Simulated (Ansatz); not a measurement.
`ClCCCCl` + H₂ → `CCCl` + `CCl` at 400 K and 1 bar (hydrogenolysis of a C–C bond).

Gas-phase electronic energies from Ansatz, PBE0-D4/def2-TZVP geometries. CCSD(T)/CBS adds triple-zeta CCSD(T) − MP2 to the extrapolated MP2 energy (def2 sets, frozen cores). This one scheme is used for every species. Each species was taken in one conformer, which may not be the lowest.

```
  species  CCSD(T)/CBS energy (Eh)  H − E (kJ/mol)  S (J/(mol·K))
`ClCCCCl`              -1037.33329           257.2          367.2
       H₂                 -1.17544            38.0          139.0
   `CCCl`               -538.89655           195.0          294.4
    `CCl`               -499.63220           114.2          247.0
```

H − E and S are ideal-gas, rigid-rotor, harmonic terms from PBE0-D4/def2-TZVP, for one conformer and one mirror image of each species. The MP2-based limit puts H₂ 0.8 mEh under its directly extrapolated value; such offsets cancel only in part. 1 Eh = 2625.50 kJ/mol, R = 8.31446 J/(mol·K).

Problem. By hand: ΔE, ΔH, ΔS and ΔG.

Solution. ΔE = (-538.89655) + (-499.63220) − (-1037.33329) − (-1.17544) = -0.02002 Eh = -52.6 kJ/mol. Δ(H − E) = 195.0 + 114.2 − 257.2 − 38.0 = 14.0, so ΔH = -38.6 kJ/mol. ΔS = 294.4 + 247.0 − 367.2 − 139.0 = 35.2 J/(mol·K). ΔG = -38.6 − 400 × (35.2)/1000 = -52.7 kJ/mol.

Problem. By hand: the equilibrium constant, and the temperature at which ΔG would vanish if ΔH and ΔS stayed fixed.

Solution. log₁₀ K = −ΔG/(RT ln 10) = 6.9. ΔH and −TΔS have one sign here, so there is no such temperature.

TΔS isn't small against ΔH here. A doubt of 5 kJ/mol in ΔE shifts log₁₀ K by 0.7 here. Other conformers and mirror images would add mixing entropy, several J/(mol·K) or more a flexible species. These are equilibria of isolated gas molecules and say nothing of rates. Largest T1 diagnostic: 0.009 (customary marks: 0.02 for closed shells, 0.045 for open ones).
